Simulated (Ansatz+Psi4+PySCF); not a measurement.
The numbers below are computed, except where a source is named.
```xyz
4

B     0.0000    0.0000    0.0000
F     0.0000    1.3218    0.0000
F     1.1447   -0.6609    0.0000
F    -1.1447   -0.6609    0.0000
```

Basis set: cc-pVTZ (spherical functions). Left uncorrelated: 4 orbitals. Charge 0, multiplicity 1.

Starred EOM-CCSD(T)(a) on the restricted Hartree–Fock determinant with PySCF 2.14.0; the energies are vertical.

The solver was asked for the few lowest roots only. Give the ionization energies of singlet BF3 among them whose weight of singles is over 0.7.

```tsv
root	energy (eV)	weight of singles
1	15.85	0.96
2	16.70	0.96
3	16.70	0.96
```

Higher main lines weren't sought.
